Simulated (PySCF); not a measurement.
# Electronic absorption of 2-chloro-2-methylbutane

Compound: 2-chloro-2-methylbutane, C5H11Cl.
Numbering: `[CH3:1][CH2:2][C:3]([CH3:4])([CH3:5])[Cl:6]` (hydrogens: H7, H8, H9 on C1; H10, H11 on C2; H12, H13, H14 on C4; H15, H16, H17 on C5)

Structure used (GFN2-xTB), in Å, numbered top down from 1:
```xyz
17
C5H11Cl angstrom
C      1.9220   -0.7365    0.1358
C      0.8076    0.1447    0.6888
C     -0.3653    0.3658   -0.2694
C     -0.9920   -0.9341   -0.7524
C     -1.4135    1.2684    0.3698
Cl     0.2616    1.2391   -1.7259
H      1.5889   -1.7631    0.0089
H      2.7642   -0.7368    0.8236
H      2.2638   -0.3569   -0.8239
H      1.2244    1.1201    0.9496
H      0.4108   -0.3021    1.6042
H     -0.2853   -1.5141   -1.3388
H     -1.8596   -0.7248   -1.3742
H     -1.3107   -1.5262    0.1035
H     -1.8505    0.7692    1.2324
H     -0.9675    2.2044    0.6977
H     -2.2058    1.4949   -0.3395
```

Computed with TDDFT PBE0/def2-SVPD, vertical, gas phase, core orbitals frozen in the response in PySCF.

List the vertical singlet excitations with oscillator strengths and describe the spectrum.

```tsv
state	E (eV)	E (hartree)	f	|μ| (D)	main configurations (H = HOMO, L = LUMO)
S1	7.28	0.2677	0.0032	0.34	H→L+1 (58%), H→L (38%)
S2	7.33	0.2694	0.0029	0.32	H-1→L+1 (56%), H-1→L (39%)
S3	7.83	0.2877	0.037	1.11	H→L (59%), H→L+1 (38%)
S4	7.88	0.2897	0.041	1.17	H-1→L (58%), H-1→L+1 (39%)
S5	8.65	0.3179	0.0007	0.14	H→L+2 (94%)
S6	8.69	0.3195	0.0019	0.24	H-1→L+2 (93%)
S7	8.85	0.3252	0.0057	0.41	H→L+3 (85%)
S8	8.89	0.3266	0.0099	0.54	H→L+4 (36%), H-2→L (24%), H-1→L+3 (20%)
```

Triplets, Tamm–Dancoff:

```json
{"state": "T1", "E (eV)": "6.60", "λ (nm)": "187.8", "main configurations (H = HOMO, L = LUMO)": "H→L+1 (63%), H→L (30%)"}
{"state": "T2", "E (eV)": "6.65", "λ (nm)": "186.4", "main configurations (H = HOMO, L = LUMO)": "H-1→L+1 (63%), H-1→L (30%)"}
{"state": "T3", "E (eV)": "7.72", "λ (nm)": "160.5", "main configurations (H = HOMO, L = LUMO)": "H→L (63%), H→L+1 (28%)"}
```

The lowest singlet lies at 7.28 eV (170 nm, vacuum ultraviolet) and is very weak; its leading configuration is HOMO→LUMO+1 (58%). The most intense listed level is S4 at 7.88 eV (157 nm, f = 0.041), 0.60 eV above S1. Löwdin shares by element: HOMO chlorine 74%, carbon 19% or more; LUMO chlorine 22%, hydrogen 18% or more, carbon 9% or more (atoms not listed hold the other 52%). Of the 8 states listed, 2 reach f = 0.01 and none stays under 0.0005. The listed states span 1.60 eV, and the widest gap between neighbours is 0.77 eV (S4 to S5). Orbital energies (eV): HOMO-3 -9.63, HOMO-2 -9.60, HOMO-1 -8.29, HOMO -8.24, LUMO 0.53, LUMO+1 0.79, LUMO+2 1.35. Only the lowest 8 singlets were computed, as vertical energies without vibronic structure.

Hardware: Arm Neoverse V1, one thread, shared host. Cost: 41 s of wall time.

One conformer stands for the species.
